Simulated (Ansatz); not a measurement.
Geometry optimisation, RKS PBE-D4/def2-SVP in Ansatz 0.2.0.

Input file:

```yaml
crystal:
  periodic: [false, false, false]
  atoms:
    - { symbol: "N", position_ang: [-0.4473, 0.8247, 1.4131] }
    - { symbol: C, position_ang: [0.476, 0.3668, 0.7157] }
    - { symbol: F, position_ang: [1.696, 0.6929, 1.0547] }
    - { symbol: C, position_ang: [0.3448, -0.5545, -0.4584] }
    - { symbol: O, position_ang: [1.35604, -0.18466, -1.48951] }
    - { symbol: H, position_ang: [-1.375, 0.519, 1.0065] }
    - { symbol: H, position_ang: [0.46919, -1.57015, -0.20444] }
    - { symbol: H, position_ang: [-0.62163, -0.39093, -0.91929] }
    - { symbol: H, position_ang: [2.21324, -0.39332, -1.07995] }
basis:
  gaussian: { orbitals: def2-SVP }
hamiltonian:
  xc: pbe
  dispersion: d4
relax:
  f_tol: 0.015
  max_steps: 40
```

Command:

```bash
$ ansatz run input.yaml --threads 1 --pin off --max-ram 2048MiB --backend cpu --events-out ev --progress --plain --runs-dir out
```

**Question.** Where does it end, and by what steps?

**Answer.** It converged. After 7 steps the energy has fallen by 0.322 eV; H9 moved furthest, 0.23 Å.

```csv
step,energy less start (eV),largest force component (eV/Å),accepted
0,0.0000,2.455,yes
1,-0.2294,1.352,yes
2,-0.3056,0.631,yes
3,-0.3164,0.274,yes
4,-0.3206,0.092,yes
5,-0.3217,0.027,yes
6,-0.3221,0.031,yes
7,-0.3222,0.010,yes
```

```xyz
9
Properties=species:S:1:pos:R:3
N -0.449 0.858 1.425
C 0.440 0.343 0.695
F 1.743 0.554 1.031
C 0.379 -0.564 -0.520
O 1.342 -0.248 -1.495
H -1.386 0.636 1.058
H 0.470 -1.618 -0.144
H -0.623 -0.479 -0.987
H 2.195 -0.174 -1.025
```

Whether the end is a true minimum wasn't checked by a vibrational analysis.

The run took 26 s on 1 thread of Arm Neoverse V2, on a shared host, peak memory 0.14 GiB.
